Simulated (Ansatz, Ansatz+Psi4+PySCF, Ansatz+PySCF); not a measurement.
```xyz
2

Si    0.0000    0.0000   -0.7898
H     0.0000    0.0000    0.7898
```

Basis set: cc-pVTZ on H; cc-pV(T+d)Z on Si (spherical functions). Frozen core: 5 orbitals. Correlation on ROHF uses semicanonical orbitals with singles. Charge 0, multiplicity 2.

Computed with Ansatz (development build ahead of 0.2.0); each method stands on the lowest determinant of its kind that the runs found.

(1) Give the atomization energy at this shape (free ground-state atoms in the same class of orbitals less the molecule, no zero-point energy) of doublet SiH by UHF-CCSD(T), ROHF-MP2, UHF-MP2, ROHF.

Results:

(1)

| method | atomization energy |
| --- | --- |
| UHF-CCSD(T) | 3.09 eV |
| ROHF-MP2 | 2.93 eV |
| UHF-MP2 | 2.91 eV |
| ROHF | 2.22 eV |
